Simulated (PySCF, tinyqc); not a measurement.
Ways to converge the cycle: SCF convergence aids in the sto-3g basis, for HF, spin multiplicity 1. Computed by the program tinyqc with PySCF. RHF with one setting changed at a time; a run stops when the energy changes by less than 1e-09 hartree and the error matrix is below 1e-5. The start is the core Hamiltonian. Damping d keeps d of the old density; a shift (hartree) raises the virtual levels; DIIS n extrapolates F over n matrices.

Geometry (angstrom):
```
atom       x       y       z
F     0.0000  0.0000  0.0000
H     0.0000  0.0000  1.3700
```

lowest restricted solution found by these runs and by PySCF = -98.463054 hartree

Largest element of the error matrix X^T (FDS - SDF) X:
```
iteration    plain  damping 0.3  damping 0.6  shift 0.4   DIIS 3   DIIS 8
1          3.7e-01      3.7e-01      3.7e-01    3.7e-01  3.7e-01  3.7e-01
2          2.2e-01      1.3e-01      2.7e-01    4.3e-01  2.2e-01  2.2e-01
3          4.5e-02      6.4e-02      1.7e-01    1.5e-01  3.4e-02  3.4e-02
4          6.4e-03      3.0e-02      1.0e-01    3.9e-02  3.0e-03  3.0e-03
5          1.1e-03      1.4e-02      6.5e-02    9.6e-03  1.2e-04  1.2e-04
6          2.0e-04      6.1e-03      4.5e-02    2.4e-03  1.6e-06  6.7e-07
8          9.1e-06      1.2e-03      2.1e-02    1.5e-04        -        -
10               -      2.5e-04      1.0e-02    9.6e-06        -        -
14               -      1.0e-05      2.2e-03          -        -        -
20               -            -      2.3e-04          -        -        -
30               -            -      5.2e-06          -        -        -
```

How each run ends:
```
run          iterations  E (hartree)         state
plain                 9   -98.463054  lowest found
damping 0.3          19   -98.463054  lowest found
damping 0.6          41   -98.463054  lowest found
shift 0.4            11   -98.463054  lowest found
DIIS 3                7   -98.463054  lowest found
DIIS 8                7   -98.463054  lowest found
```

What does the comparison show, and why?

6 of 6 runs reach the lowest restricted solution found, in 7 to 41 iterations (fastest: DIIS 3, DIIS 8). Plain steps already contract here, so damping only slows them. DIIS 3 and DIIS 8 gain by cancelling the error over several earlier matrices, much as a quasi-Newton step does. The restricted reference is unstable here: a spin-polarised solution lies 0.0229 hartree lower (PySCF), so results built on it describe a poor reference.
